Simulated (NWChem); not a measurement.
hydrazine (H$_{4}$N$_{2}$)

SMILES: NN
```xyz
6

N      0.1745    -0.6794     0.0738
N     -0.1745     0.6794     0.0738
H     -0.6458    -1.2306     0.3138
H      0.5122    -1.0120    -0.8307
H      0.6458     1.2306     0.3138
H     -0.5122     1.0120    -0.8307
```
Charge 0, spin multiplicity 1.

All runs are NWChem calculations. All single points use one geometry, from PBE0/def2-SVP, a minimum by its harmonic frequencies. It is one conformer; others weren't searched.

Symmetry labels belong to the abelian group C2 used in the runs, with the axes of the coordinates shown.

B3LYP has NWChem's definition, with VWN1-RPA local correlation.

**Question.** List the lowest 3 singlet excitations that TD-B3LYP/def2-SVPD, VWN1-RPA local correlation gives, with oscillator strengths.

**Answer.** 
```
state  symmetry  energy (eV)  wavelength (nm)      f
-----  --------  -----------  ---------------  -----
1             a         6.30              197  0.008
2             b         6.32              196  0.013
3             a         7.24              171  0.034
```
